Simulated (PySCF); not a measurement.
PySCF input (PBE/6-31+G*):

```python
import numpy as np, basis_set_exchange as bse
from pyscf import gto, scf, dft, df
from pyscf.prop.polarizability import rks as pol

basis = {'Cl': gto.basis.parse(bse.get_basis('6-31+G*', elements=['Cl'], fmt='nwchem')), 'F': gto.basis.parse(bse.get_basis('6-31+G*', elements=['F'], fmt='nwchem'))}
mol = gto.M(
    atom='''
    F    -0.00000000   -0.00000000   -1.07291806
    Cl    0.00000000    0.00000000    0.56801544
    ''',
    basis=basis,
    charge=0,
    verbose=4,
    max_memory=2160,
)
mf = dft.RKS(mol, xc='pbe')
mf.grids.level = 3
mf = mf.density_fit(auxbasis=df.autoaux(mol))
mf.conv_tol = 1e-9
mf.max_cycle = 100
print('smallest overlap eigenvalue', np.linalg.eigvalsh(mol.intor('int1e_ovlp'))[0])
mf.kernel()
dip = mf.dip_moment()
p = pol.Polarizability(mf)
p.max_cycle_cphf = 60
alpha = p.polarizability()
print('polarisability/bohr^3', alpha.trace() / 3)
```

Output:

```
PySCF version 2.14.0

[INPUT] verbose = 4
[INPUT] num. atoms = 2
[INPUT] num. electrons = 26
[INPUT] charge = 0
[INPUT] spin (= nelec alpha-beta = 2S) = 0
[INPUT] symmetry False subgroup None
[INPUT] Mole.unit = angstrom
[INPUT] Symbol           X                Y                Z      unit          X                Y                Z       unit  Magmom
[INPUT]  1 F      0.000000000000   0.000000000000  -1.072918060000 AA    0.000000000000   0.000000000000  -2.027521287500 Bohr   0.0
[INPUT]  2 Cl     0.000000000000   0.000000000000   0.568015440000 AA    0.000000000000   0.000000000000   1.073393616124 Bohr   0.0

nuclear repulsion = 49.3402769038234
number of shells = 18
number of NR pGTOs = 86
number of NR cGTOs = 40
basis = {'Cl': [[0, [25180.1, 0.001832959848], [3780.35, 0.01403419883], [860.474, 0.06909739426], [242.145, 0.2374519803], [77.3349, 0.4830339599], [26.247, 0.3398559718]], [0, [491.765, -0.002297391417], [116.984, -0.03071371894], [37.4153, -0.1125280694], [13.7834, 0.04501632776], [5.45215, 0.5893533634], [2.22588, 0.4652062868]], [0, [3.18649, -0.251828028], [1.14427, 0.06158925141], [0.420377, 1.060184328]], [0, [0.142657, 1.0]], [0, [0.0483, 1.0]], [1, [491.765, 0.003989400879], [116.984, 0.03031770668], [37.4153, 0.1298800286], [13.7834, 0.3279510723], [5.45215, 0.4535271], [2.22588, 0.2521540556]], [1, [3.18649, -0.01429931472], [1.14427, 0.3235723331], [0.420377, 0.7435077653]], [1, [0.142657, 1.0]], [1, [0.0483, 1.0]], [2, [0.75, 1.0]]], 'F': [[0, [7001.71309, 0.001819616901], [1051.36609, 0.01391607961], [239.28569, 0.06840532453], [67.3974453, 0.2331857601], [21.5199573, 0.4712674392], [7.4031013, 0.3566185462]], [0, [20.8479528, -0.1085069751], [4.80830834, -0.1464516581], [1.34406986, 1.128688581]], [0, [0.358151393, 1.0]], [0, [0.1076, 1.0]], [1, [20.8479528, 0.07162872424], [4.80830834, 0.3459121027], [1.34406986, 0.7224699564]], [1, [0.358151393, 1.0]], [1, [0.1076, 1.0]], [2, [0.8, 1.0]]]}
ecp = {}
ETB for Cl: l = 0, exps = 0.0966 * 1.8^n , n = 0..18
ETB for Cl: l = 1, exps = 0.0966 * 1.8^n , n = 0..15
ETB for Cl: l = 2, exps = 0.0966 * 1.8^n , n = 0..14
ETB for Cl: l = 3, exps = 0.7983 * 2.2^n , n = 0..3
ETB for F: l = 0, exps = 0.2152 * 1.8^n , n = 0..15
ETB for F: l = 1, exps = 0.2152 * 1.8^n , n = 0..12
ETB for F: l = 2, exps = 0.2152 * 1.8^n , n = 0..11
ETB for F: l = 3, exps = 0.9076000000000001 * 2.2^n , n = 0..2
smallest overlap eigenvalue 0.013272605267368

******** <class 'pyscf.df.df_jk.DFRKS'> ********
method = DFRKS
initial guess = minao
damping factor = 0
level_shift factor = 0
DIIS = <class 'pyscf.scf.diis.CDIIS'>
diis_start_cycle = 1
diis_space = 8
diis_damp = 0
SCF conv_tol = 1e-09
SCF conv_tol_grad = None
SCF max_cycles = 100
direct_scf = False
XC library pyscf.dft.libxc version 7.1.2
    S. Lehtola, C. Steigemann, M. J. T. Oliveira, and M. A. L. Marques,  SoftwareX 7, 1–5 (2018)
XC functionals = pbe
    J. P. Perdew, K. Burke, and M. Ernzerhof,  Phys. Rev. Lett. 77, 3865 (1996)
    J. P. Perdew, K. Burke, and M. Ernzerhof,  Phys. Rev. Lett. 78, 1396 (1997)
    J. P. Perdew, K. Burke, and M. Ernzerhof,  Phys. Rev. Lett. 77, 3865 (1996)
    J. P. Perdew, K. Burke, and M. Ernzerhof,  Phys. Rev. Lett. 78, 1396 (1997)
radial grids:
    Treutler-Ahlrichs [JCP 102, 346 (1995); DOI:10.1063/1.469408] (M4) radial grids

becke partition: Becke, JCP 88, 2547 (1988); DOI:10.1063/1.454033
pruning grids: <function nwchem_prune>
grids dens level: 3
symmetrized grids: False
atomic radii adjust function: <function treutler_atomic_radii_adjust>
small_rho_cutoff = 0
Set gradient conv threshold to 3.16228e-05
Initial guess from minao.
tot grids = 33144
init E= -559.820206321245
  HOMO = -0.30592954695764  LUMO = -0.160540468634329  gap/eV = 3.95624
cycle= 1 E= -559.647469439566  delta_E= 0.173  |g|= 0.277  |ddm|= 1.54
  HOMO = -0.270695458365101  LUMO = -0.155376253480441  gap/eV = 3.13800
cycle= 2 E= -559.576243827515  delta_E= 0.0712  |g|= 0.677  |ddm|= 0.629
  HOMO = -0.290241035900769  LUMO = -0.172343133607716  gap/eV = 3.20817
cycle= 3 E= -559.661272094801  delta_E= -0.085  |g|= 0.0657  |ddm|= 0.477
  HOMO = -0.289511216661867  LUMO = -0.168657244904791  gap/eV = 3.28860
cycle= 4 E= -559.662133014246  delta_E= -0.000861  |g|= 0.0153  |ddm|= 0.0593
  HOMO = -0.29104503399359  LUMO = -0.169936005937493  gap/eV = 3.29554
cycle= 5 E= -559.662192457535  delta_E= -5.94e-05  |g|= 0.00232  |ddm|= 0.0167
  HOMO = -0.290586445444629  LUMO = -0.16953878792638  gap/eV = 3.29387
cycle= 6 E= -559.662193960034  delta_E= -1.5e-06  |g|= 0.000279  |ddm|= 0.00333
  HOMO = -0.290658426869072  LUMO = -0.169616892153149  gap/eV = 3.29371
cycle= 7 E= -559.662193976415  delta_E= -1.64e-08  |g|= 0.000121  |ddm|= 0.000476
  HOMO = -0.290645977960678  LUMO = -0.169607805182903  gap/eV = 3.29362
cycle= 8 E= -559.662193980495  delta_E= -4.08e-09  |g|= 2.74e-06  |ddm|= 0.000129
  HOMO = -0.290646145050423  LUMO = -0.169607990870338  gap/eV = 3.29362
cycle= 9 E= -559.662193980497  delta_E= -1.59e-12  |g|= 1.51e-07  |ddm|= 1.91e-06
  HOMO = -0.2906461370276  LUMO = -0.169607974721568  gap/eV = 3.29362
Extra cycle  E= -559.662193980497  delta_E= -1.14e-13  |g|= 4.37e-07  |ddm|= 4.15e-07
converged SCF energy = -559.662193980497
Dipole moment(X, Y, Z, Debye):  0.00000, -0.00000,  0.98739
Isotropic polarizability 13.0193227918
Polarizability anisotropy 8.73069282393
polarisability/bohr^3 13.019322791754133
```
